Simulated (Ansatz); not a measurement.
# BeH (doublet): the correlation ladder, def2-TZVPP

The task here is to estimate one member of a computed series from the others.

Computed with Ansatz 0.2.0, Gaussian basis. Level: def2-TZVPP, core rule «outside noble gas», up to 1 orbitals frozen.

To be run: UHF; ROHF; CCSD(T) on UHF.

2 further runs of the same task are left out: 2 set aside as unsound or not needed.

**The system**

The geometry is a PBE0/def2-TZVP stationary point (not a proven minimum).

2 atoms, charge 0, spin multiplicity 2.

Atoms are counted from 1 here; the program's logs count them from 0.

Bond lengths: Be1–H2 1.356 Å.

Set-up of the first run:

Contents of in.yaml:

```yaml
crystal:
  periodic: [false, false, false]
  atoms:
    - {symbol: Be, position_ang: [0.000000, 0.000000, 0.000000]}
    - {symbol: H, position_ang: [0.000000, 0.000000, 1.356000]}
basis:
  gaussian: {orbitals: def2-TZVPP}
magnetization: {spin_polarized: true, initial_magnetization: 1}
hamiltonian: {xc: hf}
output: {orbitals: {seedname: orbitals}}
```

Launch:

```console
$ ansatz run in.yaml --threads 1 --pin off --events-out ev --progress --plain --max-ram 4096MiB --backend cpu
```

Among the steps run: UHF; ROHF; CCSD(T) on UHF.

One of the session's tables, all rows but one given; the rest of the session is left out.

```
  method  from UCCSD(T) (meV)
    ROHF                    ?
     UHF              +1139.9
    UMP2               +292.3
   UCCSD                +11.6
UCCSD(T)                    0
```

Estimate the missing values for ROHF.

**Answer.** from UCCSD(T) (meV): +1149.9. In the column «from UCCSD(T) (meV)» it is the highest.
